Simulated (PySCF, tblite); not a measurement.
Computed geometry: GFN2-xTB, gas phase. One conformer each, none proved a minimum here. Atom numbers follow the mapped SMILES.

Question: Rank these C–N bonds from shortest to longest.
A. C7–N8 in `[CH:1]#[C:2][C@H:3]1[CH:4]=[C:5]([F:6])[CH2:7][NH:8]1` with C2–C3–C4–C5 109°, C4–C5–C7–N8 10°, C5–C7–N8–C3 -18°, C2–C3–N8–C7 -100°
B. C2–N8 in `[CH3:1][c:2]1[cH:3][cH:4][c:5]([F:6])[cH:7][n:8]1`
C. C3–N4 in `[Cl:1][c:2]1[cH:3][n:4][cH:5][c:6]2[cH:7][cH:8][cH:9][cH:10][c:11]12`
D. N5–C6 in `[CH:1]#[C:2][C@@H:3]1[CH:4]=[N:5][CH2:6][C@H:7]1[F:8]`

Answer: B (1.326 Å), C (1.338 Å), D (1.439 Å), A (1.456 Å).

- 1.326 Å: aromatic, substituted aromatic carbon to pyridine-type nitrogen, in a 6-membered ring
- 1.338 Å: aromatic, aromatic CH next to a ring nitrogen to pyridine-type nitrogen, in a 6-membered ring
- 1.439 Å: drawn single, imine nitrogen to sp3 carbon bound to nitrogen, in a 5-membered ring
- 1.456 Å: drawn single, sp3 carbon bound to nitrogen to secondary amine nitrogen, in a 5-membered ring

Question: Rank these C–Cl bonds from shortest to longest.
A. Cl1–C2 in `[Cl:1][c:2]1[cH:3][n:4][cH:5][c:6]2[cH:7][cH:8][cH:9][cH:10][c:11]12`
B. C7–Cl8 in `[F:1][C@@:2]12[CH2:3][CH2:4][C@@H:5]([O:6]1)[C@@H:7]([Cl:8])[CH2:9]2`
C. C3–Cl5 in `[CH3:1][C@@:2]1([C:3](=[O:4])[Cl:5])[CH2:6][C@@:7]1([CH3:8])[F:9]` with C1–C2–C3–O4 168°

Answer: A (1.727 Å), C (1.766 Å), B (1.781 Å).

- 1.727 Å: drawn single, aryl chlorine to aromatic C–Cl carbon
- 1.766 Å: drawn single, ends: acyl halide carbon; chlorine bonded to C
- 1.781 Å: drawn single, sp3 C–Cl carbon to alkyl chlorine

Question: Rank these C–F bonds from shortest to longest.
A. C7–F9 in `[CH3:1][C@@:2]1([C:3](=[O:4])[Cl:5])[CH2:6][C@@:7]1([CH3:8])[F:9]` with C1–C2–C3–O4 168°
B. F1–C2 in `[F:1][C@@:2]12[CH2:3][CH2:4][C@@H:5]([O:6]1)[C@@H:7]([Cl:8])[CH2:9]2`
C. C5–F6 in `[CH:1]#[C:2][C@H:3]1[CH:4]=[C:5]([F:6])[CH2:7][NH:8]1` with C2–C3–C4–C5 109°, C4–C5–C7–N8 10°, C5–C7–N8–C3 -18°, C2–C3–N8–C7 -100°
D. C3–F4 in `[CH3:1][CH2:2][C@@H:3]([F:4])[c:5]1[cH:6][n:7][cH:8][n:9][cH:10]1` with C1–C2–C3–F4 -64°, C2–C3–C5–C6 -102°

Answer: C (1.339 Å), B (1.351 Å), A (1.370 Å), D (1.382 Å).

- 1.339 Å: drawn single, vinylic C–F carbon to vinyl fluorine
- 1.351 Å: drawn single, alkyl fluorine to sp3 C–F carbon
- 1.370 Å: drawn single, sp3 C–F carbon to alkyl fluorine
- 1.382 Å: drawn single, sp3 C–F carbon to alkyl fluorine

Question: Order these C–N–C angles, narrowest first.
A. C1–N2–C3 in `[CH3:1][NH:2][CH3:3]`
B. C2–N8–C7 in `[CH3:1][c:2]1[cH:3][cH:4][c:5]([F:6])[cH:7][n:8]1`
C. C6–N7–C8 in `[CH3:1][CH2:2][C@@H:3]([F:4])[c:5]1[cH:6][n:7][cH:8][n:9][cH:10]1` with C1–C2–C3–F4 -64°, C2–C3–C5–C6 -102°
D. C3–N8–C7 in `[CH:1]#[C:2][C@H:3]1[CH:4]=[C:5]([F:6])[CH2:7][NH:8]1` with C2–C3–C4–C5 109°, C4–C5–C7–N8 10°, C5–C7–N8–C3 -18°, C2–C3–N8–C7 -100°

Answer: D (109.4°), A (112.6°), C (117.0°), B (119.5°).
